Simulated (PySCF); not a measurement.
Species: CHF2CH2SH, C2H4F2S.
SMILES with atom numbers: `[F:1][CH:2]([F:3])[CH2:4][SH:5]` (hydrogens: H6 on C2; H7, H8 on C4; H9 on S5)

Structure optimised with GFN2-xTB, isolated species.

Problem. What internal coordinates does the optimisation give?

Solution. 
| bond | length (Å) | order |
| --- | --- | --- |
| F1–C2, C2–F3 | 1.353 | single |
| C2–C4 | 1.520 | single |
| C4–S5 | 1.829 | single |
| C2–H6 | 1.103 | single |
| C4–H7, C4–H8 | 1.089 | single |
| S5–H9 | 1.332 | single |

Bonds in one row agree within 0.01 Å and their mean is given. Orders are formal, as drawn. A selection of angles:
| angle | degrees |
| --- | --- |
| F1–C2–F3 | 106.4 |
| F1–C2–C4 | 110.8 |
| F1–C2–H6 | 107.5 |
| C4–C2–H6 | 111.9 |
| C2–C4–S5 | 113.1 |
| C2–C4–H7 | 109.0 |
| S5–C4–H7 | 109.2 |
| S5–C4–H8 | 105.9 |
| H7–C4–H8 | 110.0 |
| C4–S5–H9 | 95.7 |

Torsions: F1–C2–C4–S5 61° (synclinal); H9–S5–C4–C2 -53° (synclinal). The mirror-image conformer, all signs reversed, is as good.

Of the pairs four or more bonds apart, F1···H9 is among the closest relative to their van der Waals radii: 2.54 Å, 95 % of the sum of Bondi's values. S5 (thiol sulfur) is bent (angle 95.7°).

Whether it is a minimum is left open (no frequencies). One conformer, not necessarily the lowest (F1–C2–C4–S5 61°, C2–C4–S5–H -53°).

These are computed values.
